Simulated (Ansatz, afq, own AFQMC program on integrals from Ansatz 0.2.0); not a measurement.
Integrals from Ansatz 0.2.0, then the random walk in our own AFQMC program (afq).

```yaml
crystal:
  periodic: [false, false, false]
  atoms:
    - {symbol: N, position_ang: [0.000000, 0.000000, 0.000000]}
    - {symbol: O, position_ang: [0.000000, 0.000000, 1.139769]}
basis:
  gaussian: {orbitals: cc-pVDZ}
magnetization: {spin_polarized: false, initial_magnetization: 1}
correlation: {method: ccsd_t, electrons: outside_noble_gas, hamiltonian_folder: ham}
```

```sh
$ ansatz run in.yaml --threads 1 --pin off --events-out ev --progress --plain --max-ram 1382MiB
```

Options of the walk:

```
--method free --trial cisd --walkers 60 --time-step 0.03 --max-blocks 80 --target-error 0.0004 --factor-cut 1e-05 --seed 4086 --times 0,0.21,0.42,0.81,1.2,1.8,2.4,3 --taylor-order 8
```

Times are imaginary, in 1/Eh. The walk had a cap of 491 s.

Output of the walk:

```
orbitals 26  electrons 6 5  factors 185 of 267
reference energy -129.25502998 Eh
CCSD correlation -0.33089367 Eh in 11 cycles, weight of the determinant in the CISD state 0.8972
repeat  energy at the last time / Eh  error
    10  -129.605958  0.003043
    20  -129.600578  0.002360
    30  -129.597474  0.001767
    40  -129.598333  0.001605
    50  -129.597826  0.001405
    60  -129.597705  0.001293
    70  -129.598188  0.001222
    80  -129.598104  0.001132
time / (1/Eh)  energy / Eh  error  mean overlap
  0.00  -129.585977  0.000420  1.1142
  0.21  -129.593330  0.000422  1.1225
  0.42  -129.595874  0.000464  1.1261
  0.81  -129.597801  0.000500  1.1395
  1.20  -129.599182  0.000570  1.1419
  1.80  -129.598748  0.000675  1.1665
  2.40  -129.598123  0.000852  1.1848
  3.00  -129.598104  0.001132  1.1670
energy -129.598104 +/- 0.001132 Eh
```

The run passed its tests (error under three times the target), which doesn't prove that it has relaxed.

Against this walk (error 30.8 meV) on the same determinant: CCSD(T) 23.9 meV higher (within the noise), CCSDT(Q) 23.6 meV lower (within the noise). The error is statistical, and a free projection of finite length keeps a remainder of its start.

Cautions: remainder of the start not in the error; error above the target (30.8 against 10.9 meV).

The walk took 100 s on 1 thread of Arm Neoverse V1 (shared host). The log's last line is the free-projection energy.

CCSDT and higher add their correlation energy to the determinant of the CCSD(T) run, since their own runs factorise the integrals more tightly (a shift of under 2 meV). A walk keeps the symmetry of its determinant, which the program's search chose and which needn't be the lowest solution, so a lower state of the same spin and another symmetry isn't excluded.
